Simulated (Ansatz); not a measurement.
Cost and result for the atomization energy of BClF (`F[B]Cl`) radical (3 atoms, 2 bonds).

Z-matrix (Å, degrees):
```
B
F 1 1.300
Cl 1 1.737 2 122.7
```

Total charge 0; spin multiplicity 2. The structure was optimised at the PBE0-D4/def2-TZVP level. Program: Ansatz. All runs use 4 threads of an Arm Neoverse V2 on a shared host. Times are those of one run each, without the atoms' runs, and a repeat can differ threefold. Electronic energies, without spin–orbit coupling; frozen cores. CCSD(T)/CBS extrapolates def2-TZVPP and def2-QZVPP, and its time is that of the two runs behind it. T1 = 0.015; ⟨S²⟩ of the reference is 0.75. B3LYP takes the VWN-RPA correlation (the form of Gaussian; ORCA's B3LYP/G). HSE06 is the plane-wave form, built on full-range PBE exchange.

CCSD(T)/CBS is a level of theory with its own doubt, some kJ/mol a heavy atom from the limit and from the frozen cores, so smaller differences don't rank the functionals.

| level | functions | wall time | atomization (kcal/mol) | difference from CCSD(T)/CBS | per bond |
| --- | --- | --- | --- | --- | --- |
| CCSD(T)/def2-SVP | 46 | 0.45 s | 237.3 | -10.8 | -5.4 |
| PBE0-D4/def2-TZVPP | 104 | 0.7 s | 255.1 | 7.0 | 3.5 |
| B3LYP-D4/def2-TZVPP (with forces) | 104 | 0.85 s | 249.5 | 1.4 | 0.7 |
| HSE06-D4/def2-TZVPP | 104 | 0.85 s | 255.4 | 7.3 | 3.7 |
| RPA@PBE/def2-TZVPP | 104 | 0.85 s | 218.6 | -29.5 | -14.8 |
| PBE-QIDH/def2-TZVPP | 104 | 0.9 s | 252.5 | 4.4 | 2.2 |
| B2PLYP/def2-TZVPP | 104 | 1.1 s | 249.0 | 0.9 | 0.5 |
| ωB97X-V/def2-TZVPP | 104 | 1.7 s | 249.5 | 1.4 | 0.7 |
| B97M-V/def2-TZVPP | 104 | 1.9 s | 254.7 | 6.6 | 3.3 |
| ωB97M-V/def2-TZVPP (with forces) | 104 | 2.5 s | 250.9 | 2.8 | 1.4 |
| CCSD(T)/def2-TZVPP | 104 | 3 s | 240.8 | -7.3 | -3.6 |
| CCSD(T)/def2-QZVPP | 184 | 22 s | 245.2 | -2.9 | -1.5 |
| CCSD(T)/CBS(def2) | – | 25 s | 248.1 | 0.0 | 0.0 |

In def2-TZVPP, CCSD(T) changes the Hartree–Fock value by +49.1 kcal/mol (the triples alone add +5.7 kcal/mol) and MP2 by +66.4 kcal/mol; breaking electron pairs costs correlation energy, which Hartree–Fock lacks. The D4 term adds +1.6 kcal/mol with B3LYP and +0.8 kcal/mol with PBE0; it sums over pairs of atoms, weighted by their polarisabilities, and B3LYP, whose exchange is more repulsive, gets the larger term. From PBE to PBE0 (25 % exact exchange), in def2-TZVPP and without D4, the atomization energy moves by −9.0 kcal/mol: exact exchange takes away binding that semilocal exchange gives to molecules.
